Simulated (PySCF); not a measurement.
**Name the molecule from its bond curve**

A diatomic of charge 0 contains Na. Its triplet curve at PBE in a triple-zeta basis (no relativity, PySCF), in eV from the separated fragments:

R (Å), E (eV) and a bar:
```
    2.140     -0.773 ##############################
    2.240     -0.926 ##############
    2.340     -1.012 #####
    2.414     -1.045 #
    2.489     -1.057 
    2.564     -1.053 
    2.663     -1.029 ###
    2.788     -0.978 ########
    2.937     -0.902 ################
    3.136     -0.789 ############################
```

The fit gives ωe = 315 cm⁻¹ and the rotational constant Bₑ = 0.3613 cm⁻¹.

**Question.** Which atom is the partner?

**Answer.** The minimum lies at 2.504 Å, so the reduced mass is 16.8576 u Å² cm⁻¹/(Bₑ·Re²) = 7.441 u. With Na at 22.99 u the partner weighs about 11.0 u: B. The molecule is NaB.

The state is the lowest determinant that a PBE0 search found; another state may lie lower at other levels.
